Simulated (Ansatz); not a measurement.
`CNC(C)F` → `[CH2]` (triplet) + `CC(N)F`  (formal loss of a carbene)

Computed with Ansatz on PBE0-D4/def2-TZVP structures; ΔE is electronic, products minus reactants. CBS: MP2 limit from def2 TZ/QZ plus the TZ coupled-cluster correction, frozen cores. This one scheme is used for every species. DFT in def2-TZVPP. Triplets are unrestricted, without spin–orbit coupling. Each species was taken in one conformer, which may not be the lowest.

`CNC(C)F`:

```xyz
13

C    -1.359    0.724   -1.116
N    -0.251   -0.120   -0.719
C     0.158   -0.015    0.618
C     1.296   -0.944    0.947
F     0.587    1.301    0.939
H    -1.149    1.797   -1.035
H    -2.223    0.500   -0.486
H    -1.636    0.498   -2.147
H     0.536   -0.036   -1.349
H    -0.708   -0.185    1.267
H     0.984   -1.981    0.816
H     2.146   -0.745    0.289
H     1.619   -0.794    1.977
```

`[CH2]` (triplet):

Z-matrix (Å, degrees):
```
C
H 1 1.079
H 1 1.079 2 134.9
```

`CC(N)F`:

Z-matrix (Å, degrees):
```
C
C 1 1.506
H 1 1.093 2 110.0
H 1 1.090 2 110.1 3 -119.9
H 1 1.090 2 110.3 3 119.5
N 2 1.409 1 112.2 3 57.8
F 2 1.415 1 107.3 3 -65.5
H 2 1.094 1 111.6 3 -179.6
H 6 1.011 2 112.2 1 -179.3
H 6 1.012 2 111.8 1 -56.1
```

```json
{"level": "r2SCAN-D4", "ΔE (eV)": "3.98"}
{"level": "ωB97M-V", "ΔE (eV)": "4.24"}
{"level": "SCS-MP2/def2-TZVPP", "ΔE (eV)": "4.24"}
{"level": "CCSD/CBS(def2)", "ΔE (eV)": "4.09"}
```

Question: What does CCSD(T)/CBS give? (Estimate.)

Answer: Ansatz gave: +4.21 eV. The listed levels differ from it by -0.23, 0.03, 0.03, -0.12 eV.

Largest T1 diagnostic among the species: 0.011.

In def2-TZVPP, CCSD(T) changes the Hartree–Fock value by +1.39 eV (the triples alone add +0.12 eV) and MP2 by +1.50 eV. From PBE to PBE0 (25 % exact exchange), in def2-TZVPP and without D4, ΔE moves by −0.09 eV. The D4 term adds +0.10 eV with B3LYP and +0.05 eV with PBE0; it sums over pairs of atoms, weighted by their polarisabilities, and B3LYP, whose exchange is more repulsive, gets the larger term.

B3LYP here is the variant with VWN-RPA as its local correlation; programs differ in this.
